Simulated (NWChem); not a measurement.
## Correlation energy of CHO

SMILES: [CH]=O
```xyz
3

C      0.4923    -0.3167     0.0000
O     -0.5553     0.2092     0.0000
H      1.4891     0.2260     0.0000
```
Charge 0, spin multiplicity 2.

Program: NWChem. All single points use one geometry, from UPBE0/def2-SVP, a minimum by its harmonic frequencies.

Basis set: STO-3G. Each correlation energy counts from its own Hartree-Fock reference.

The correlated methods keep 2 core orbitals frozen. The structure started from a generated list of species. The unpaired electrons of the parent sit in orbitals of symmetry a' (Cs labels of the run); other states weren't searched. The stability of the SCF solutions was not checked. Open-shell Hartree-Fock references start from PBE0 orbitals. Coupled-cluster values serve here as a point of comparison, not as the truth.

### Question
For the correlation energy, CCSD on ROHF gives -132.5 mHa and CCSD[T] on ROHF gives -139.0 mHa. What do CCSD(T) on ROHF, CCSDT on ROHF give?

### Answer
CCSD(T) on ROHF: -137.1 mHa; CCSDT on ROHF: -138.0 mHa.
